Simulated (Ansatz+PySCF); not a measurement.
Results of a calculation; reference values are marked as such.
Input for PySCF 2.14.0:

```python
from pyscf import gto, scf

mol = gto.M(atom="""
Si 0.000000 0.000000 -0.110930
H 0.000000 0.000000 1.552980
""", basis='def2-svp', charge=0, spin=1)
mf = scf.UHF(mol)
mf.init_guess = 'huckel'
mf.kernel()
while True:  # follow internal instabilities
    mo, _, stable, _ = mf.stability(return_status=True)
    if stable: break
    mf.kernel(mf.make_rdm1(mo, mf.mo_occ))
print(mf.converged, mf.e_tot, mf.spin_square()[0])
```

The script is written out from the run's settings.

The run gave:

```json
{
  "Converged": "yes",
  "Total energy": "-289.32891 hartree",
  "Spin squared of the determinant": "0.764"
}
```
